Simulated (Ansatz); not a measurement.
# AlHSCl (SMILES [SH][Al][Cl]): levels of theory compared

We compute a comparison of 6 runs (U-r2SCAN/STO-3G, UB2PLYP/STO-3G, UB3LYP/STO-3G, RPA@PBE/STO-3G, UBCCD(T)/STO-3G, UCCSD(T)/STO-3G) of AlHSCl. 

Program for the calculation: Ansatz 0.2.0.

73 further runs of the same task are left out: 8 that didn't finish, 65 set aside as unsound or not needed.

## 1. The structure to begin with

AlHSCl: 4 atoms, total charge 0, spin state doublet. SMILES: `[SH][Al][Cl]`. The H4–S1 distance was set to 1.681 Å, away from the relaxed value.

Bond lengths: S1–Al2 2.193 Å, Al2–Cl3 2.107 Å. Angles: S1–Al2–Cl3 115.5°. A long bond or contact: S1–H4 1.681 Å.

## 2. The energy at U-r2SCAN/STO-3G (run 1)

Contents of in.yaml:

```yaml
crystal:
  periodic: [false, false, false]
  atoms:
    - {symbol: S, position_ang: [0.603860, 0.734084, -0.896985]}
    - {symbol: Al, position_ang: [-0.230040, -0.776716, 0.456815]}
    - {symbol: Cl, position_ang: [0.390260, -2.758216, 0.098715]}
    - {symbol: H, position_ang: [-0.216400, 1.988100, -0.135600]}
basis:
  gaussian:
    orbitals: STO-3G
magnetization:
  spin_polarized: true
  initial_magnetization: 1
hamiltonian:
  xc: r2scan
accuracy: high
```

Command:

```bash
ansatz run in.yaml --threads 1 --pin off --max-ram 2610MiB --events-out events.jsonl --progress --plain --runs-dir runs
```

Output:

```text
Warning: RAYON_NUM_THREADS=1 ignored (pool sized by the plan → 1); use --threads N
Functional definition: r2SCAN
  name "r2SCAN"
  parameter k0 = 0.174
  parameter k1 = 0.065
  parameter a1 = 4.9479
  exchange = r2scan_x(k0 = k0, k1 = k1, a1 = a1)
  correlation = r2scan_c
501 factors; integrals over basis functions are off by at most 9.2e-9 eV
mean field evaluation 1: about -29632.6123 eV, gradient 1.4e1 eV
mean field evaluation 2: about -29629.1407 eV, gradient 2.6e1 eV
mean field evaluation 4: about -29634.4781 eV, gradient 1.6e0 eV
mean field evaluation 8: about -29634.4679 eV, gradient 5.3e-2 eV
mean field evaluation 16: about -29634.4679 eV, gradient 5.7e-6 eV
mean field -29634.46793417 eV, -1089.0466096170 hartree, gradient 1.5e-8 eV, S^2 0.753826; 0 other end points of the search recorded, 0 dependent functions left out
reference -29634.46793492 eV, -1089.0466096445 hartree; 24, 23 occupied and 4, 5 virtual orbitals, 501 factors
Total energy: -29634.46793492 eV, -1089.0466096445 hartree
```

Run time: 8.4 s. Hardware: 1 thread of Arm Neoverse V1, shared host; peak memory 0.27 GiB.

## 3. The energy at UB2PLYP/STO-3G (run 2)

Contents of run.yaml:

```yaml
basis:
  gaussian: {orbitals: STO-3G}
crystal:
  periodic: [false, false, false]
  atoms:
    - symbol: S
      position_ang: [0.603860, 0.734084, -0.896985]
    - symbol: Al
      position_ang: [-0.230040, -0.776716, 0.456815]
    - symbol: Cl
      position_ang: [0.390260, -2.758216, 0.098715]
    - symbol: H
      position_ang: [-0.216400, 1.988100, -0.135600]
magnetization: {spin_polarized: true, initial_magnetization: 1}
hamiltonian: {xc: {name: B2PLYP}}
correlation: {frozen_orbitals: {Al: 5, Cl: 5, H: 0, S: 5}}
accuracy: high
```

Command:

```bash
ansatz run run.yaml --threads 1 --pin off --max-ram 2610MiB --events-out events.jsonl --progress --plain --runs-dir runs
```

Output, shortened:

```text
Warning: RAYON_NUM_THREADS=1 ignored (pool sized by the plan → 1); use --threads N
Functional definition: B2PLYP
  name "B2PLYP"
[...]
501 factors; integrals over basis functions are off by at most 9.2e-9 eV
[...]
mean field -29622.76869956 eV, -1088.6166706750 hartree, gradient 3.6e-8 eV, S^2 0.755002; 0 other end points of the search recorded, 0 dependent functions left out
15 core orbitals not correlated: weight in the atoms' cores, before any rotation towards them, 0.999 or more for the frozen orbitals, at most 0.000 for the correlated occupied ones
reference -29622.76871835 eV, -1088.6166713657 hartree; 9, 8 occupied and 4, 5 virtual orbitals, 501 factors
second order -2.09181624 eV of doubles, -0.00000000 eV of singles
Total energy: -29623.33350874 eV, -1088.6374270296 hartree
```

It took 3.3 s on 1 thread of Arm Neoverse V1, shared host; peak memory 0.16 GiB.

## 4. The energy at UB3LYP/STO-3G (run 3)

Contents of input.yaml:

```yaml
crystal:
  periodic: [false, false, false]
  atoms:
    - symbol: S
      position_ang: [0.603860, 0.734084, -0.896985]
    - symbol: Al
      position_ang: [-0.230040, -0.776716, 0.456815]
    - symbol: Cl
      position_ang: [0.390260, -2.758216, 0.098715]
    - symbol: H
      position_ang: [-0.216400, 1.988100, -0.135600]
basis:
  gaussian: {orbitals: STO-3G}
magnetization: {spin_polarized: true, initial_magnetization: 1}
hamiltonian: {xc: {name: B3LYP}}
accuracy: high
```

Command:

```bash
ansatz run input.yaml --threads 1 --pin off --max-ram 2610MiB --events-out events.jsonl --progress --plain --runs-dir runs
```

Output:

```text
Warning: RAYON_NUM_THREADS=1 ignored (pool sized by the plan → 1); use --threads N
Functional definition: B3LYP
  name "B3LYP"
  parameter a0 = 0.2
  parameter ax = 0.72
  parameter ac = 0.81
  exchange = (1 - a0 - ax)*slater_x + ax*b88_x + a0*exact_x
  correlation = (1 - ac)*vwn_rpa_c + ac*lyp_c
501 factors; integrals over basis functions are off by at most 9.2e-9 eV
mean field evaluation 1: about -29633.7049 eV, gradient 1.4e1 eV
mean field evaluation 2: about -29631.9844 eV, gradient 2.1e1 eV
mean field evaluation 4: about -29635.7245 eV, gradient 8.8e-1 eV
mean field evaluation 8: about -29635.7100 eV, gradient 5.7e-3 eV
mean field evaluation 16: about -29635.7100 eV, gradient 3.4e-7 eV
mean field -29635.70999036 eV, -1089.0922543400 hartree, gradient 5.9e-8 eV, S^2 0.752488; 0 other end points of the search recorded, 0 dependent functions left out
reference -29635.71001951 eV, -1089.0922554111 hartree; 24, 23 occupied and 4, 5 virtual orbitals, 501 factors
Total energy: -29635.71001951 eV, -1089.0922554111 hartree
```

Wall time 2.9 s (1 thread of Arm Neoverse V1, shared host); peak memory 0.16 GiB.

Runs 4 to 5 aren't shown in full; the table further down has their settings and results.

## 5. A single-point energy at UCCSD(T)/STO-3G (run 6)

Contents of job.yaml:

```yaml
crystal:
  periodic: [false, false, false]
  atoms:
    - {symbol: S, position_ang: [0.603860, 0.734084, -0.896985]}
    - {symbol: Al, position_ang: [-0.230040, -0.776716, 0.456815]}
    - {symbol: Cl, position_ang: [0.390260, -2.758216, 0.098715]}
    - {symbol: H, position_ang: [-0.216400, 1.988100, -0.135600]}
basis:
  gaussian: {orbitals: STO-3G}
magnetization: {spin_polarized: true, initial_magnetization: 1}
correlation: {method: ccsd_t, frozen_orbitals: {Al: 5, Cl: 5, H: 0, S: 5}}
accuracy: high
scf: {omitted_lower_state_checks: [cluster_reference, increment]}
```

Command:

```bash
ansatz run job.yaml --threads 1 --pin off --max-ram 2610MiB --events-out events.jsonl --progress --plain --runs-dir runs
```

Output:

```text
Warning: RAYON_NUM_THREADS=1 ignored (pool sized by the plan → 1); use --threads N
[... 12 lines left out ...]
15 core orbitals not correlated: weight in the atoms' cores, before any rotation towards them, 0.999 or more for the frozen orbitals, at most 0.000 for the correlated occupied ones
[... 28 lines left out ...]
Total energy: -29591.20802191 eV, -1087.4568371641 hartree
Checks for a lower state left out: cluster_reference, increment
```

Wall time 0.56 s (1 thread of Arm Neoverse V1, shared host).

## 6. The series

```csv
run,level,frozen core orbitals,energy (Eh),⟨S²⟩,wall time
1,U-r2SCAN/STO-3G,–,-1089.046610,0.754,8.4 s
2,UB2PLYP/STO-3G,15,-1088.637427,0.755,3.3 s
3,UB3LYP/STO-3G,–,-1089.092255,0.752,2.9 s
4,RPA@PBE/STO-3G,15,-1087.494647,0.752,3.3 s
5,UBCCD(T)/STO-3G,15,-1087.456788,0.763,0.6 s
6,UCCSD(T)/STO-3G,15,-1087.456837,0.763,0.56 s
```

## 7. What came out

| quantity | value |
| --- | --- |
| run 6: total energy | -1087.45684 Eh |
| run 6: correlation energy (15 core orbitals frozen) | -78.6 mEh |
| run 6: (T) correction | -1.80 mEh |
| run 6: ⟨S²⟩ of the reference determinant | 0.763 |
| run 6: T1 diagnostic | 0.016 |

What this shows: Totals of different functionals can't be ranked against each other. In runs 1, 2, 3, 4, 5, 6 the basis is minimal, so the values are rough. All runs together took 19 s, the longest 8.4 s.
